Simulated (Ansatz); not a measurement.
`FC1(F)C=CC1`. The species carries charge 0 and has multiplicity 1. The geometry is a stationary point of PBE0-D4/def2-TZVP.

```xyz
10

F     1.330   -0.537    1.439
C     0.407   -0.672    0.457
F     0.372   -1.992    0.153
C    -0.921   -0.017    0.705
C    -0.768    0.802   -0.335
C     0.590    0.275   -0.751
H    -1.686   -0.175    1.454
H    -1.390    1.582   -0.755
H     0.636   -0.234   -1.715
H     1.428    0.969   -0.651
```

What is the dipole moment at PBE/def2-TZVPP? (An estimate is asked.)

The calculation gave: 2.34 D, with components (-1.19, 1.72, -1.05) D in this frame, pointing from negative to positive charge.

And with r2SCAN, B3LYP, ωB97M-V? (Best estimate.)

Computed: r2SCAN 2.44 D, B3LYP 2.54 D, ωB97M-V 2.55 D.

Give the Mulliken charges with PBE, r2SCAN, B3LYP in def2-TZVPP. (Best estimate.)

Computed: 
```json
{"atom": "F1", "PBE": "-0.16", "r2SCAN": "-0.21", "B3LYP": "-0.21"}
{"atom": "C2", "PBE": "0.41", "r2SCAN": "0.53", "B3LYP": "0.50"}
{"atom": "F3", "PBE": "-0.16", "r2SCAN": "-0.21", "B3LYP": "-0.21"}
{"atom": "C4", "PBE": "-0.23", "r2SCAN": "-0.27", "B3LYP": "-0.25"}
{"atom": "C5", "PBE": "-0.10", "r2SCAN": "-0.04", "B3LYP": "-0.11"}
{"atom": "C6", "PBE": "-0.13", "r2SCAN": "-0.12", "B3LYP": "-0.18"}
{"atom": "H7", "PBE": "0.12", "r2SCAN": "0.11", "B3LYP": "0.15"}
{"atom": "H8", "PBE": "0.12", "r2SCAN": "0.10", "B3LYP": "0.14"}
{"atom": "H9", "PBE": "0.07", "r2SCAN": "0.05", "B3LYP": "0.09"}
{"atom": "H10", "PBE": "0.07", "r2SCAN": "0.05", "B3LYP": "0.09"}
```

B3LYP here is the variant with VWN-RPA as its local correlation; programs differ in this.
